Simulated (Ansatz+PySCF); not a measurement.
# triplet HO2F in separate pieces: levels of theory in one basis

```yaml
atoms:
  - { symbol: O, position_ang: [0.0000, 0.0000, -2.1389] }
  - { symbol: O, position_ang: [0.0000, 0.0000, 2.1389] }
  - { symbol: H, position_ang: [30.0000, 0.0000, -0.8282] }
  - { symbol: F, position_ang: [30.0000, 0.0000, 0.0920] }
```

Basis set: 6-31G (spherical functions). Left uncorrelated: 3 orbitals. Correlation on ROHF uses semicanonical orbitals with singles. Charge 0, multiplicity 3.

Computed with Ansatz (development build ahead of 0.2.0); each method stands on the lowest determinant of its kind that the runs found. NEVPT2 correlates all electrons. Active spaces start from the frontier orbitals, and the lowest solution found is given.

```csv
method,E − E(ROHF) (eV),<S²> of the determinant
ROHF,0.00,2.00
UHF,-2.26,3.00
ROHF-MP2,-6.68,–
UHF-MP2,-8.52,3.00
ROHF-CCSD(T),-7.86,–
UHF-CCSD(T),-10.14,3.00
"CASSCF(6,6)",-4.02,–
"CASSCF(4,4)",-3.33,–
"SC-NEVPT2(6,6)",-9.72,–
"SC-NEVPT2(4,4)",-9.62,–
```

Task: What does UHF-CCSD give on the same scale?

Result: -9.82 eV.

Task: Is a single determinant a sound starting point here?

Result: It is doubtful. Unrestricted orbitals lower Hartree–Fock by 2.26 eV and <S²> is 3.00 where a pure state has 2.00, a sign of strong static correlation. The CASSCF(6,6) natural occupations are 1.98, 1.00, 1.00, 1.00, 1.00, 0.02. The CASSCF(4,4) natural occupations are 1.00, 1.00, 1.00, 1.00.

Caution for ROHF, ROHF-MP2, ROHF-CCSD(T): an unrestricted determinant lies well below. Caution for UHF, UHF-MP2, UHF-CCSD, UHF-CCSD(T): the unrestricted determinant is a mixture of spin states. Caution for ROHF-MP2, UHF-MP2, UHF-CCSD, ROHF-CCSD(T): large amplitudes, a single reference is doubtful. Caution for ROHF-MP2, ROHF-CCSD(T): a plain start can end on a higher determinant. Caution for ROHF-MP2, UHF-MP2: another reference gives a lower total. Caution for UHF-CCSD(T): very large amplitudes, the method is breaking down; the amplitudes may be one of several solutions. Caution for CASSCF(6,6): other starts end on other solutions of this active space.
